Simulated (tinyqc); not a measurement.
Worked calculation: MP2 on RHF in the sto-6g basis, frozen core, for HF, spin multiplicity 1. One step of it, computed by the program tinyqc.

Task: Orthogonalisation. S = U s U^T; symmetric (Loewdin) form X = U s^(-1/2) U^T, so that X^T S X = 1.

overlap S, lower triangle:
```
           1F 1s     1F 2s    1F 2px    1F 2py    1F 2pz     2H 1s
1F 1s   1.000000
1F 2s   0.232479  1.000000
1F 2px  0.000000  0.000000  1.000000
1F 2py  0.000000  0.000000  0.000000  1.000000
1F 2pz  0.000000  0.000000  0.000000  0.000000  1.000000
2H 1s   0.027120  0.293374  0.000000  0.000000  0.250367  1.000000
```

Give: eigenvalues of S; X.

Result:

eigenvalues of S: 0.5812  0.8530  1.0000  1.0000  1.1248  1.4410

X, lower triangle:
```
          1F 1s    1F 2s  1F 2px  1F 2py   1F 2pz   2H 1s
1F 1s    1.0216
1F 2s   -0.1244   1.0591
1F 2px   0.0000   0.0000  1.0000
1F 2py   0.0000   0.0000  0.0000  1.0000
1F 2pz  -0.0033   0.0317  0.0000  0.0000   1.0264
2H 1s    0.0144  -0.1654  0.0000  0.0000  -0.1385  1.0632
```
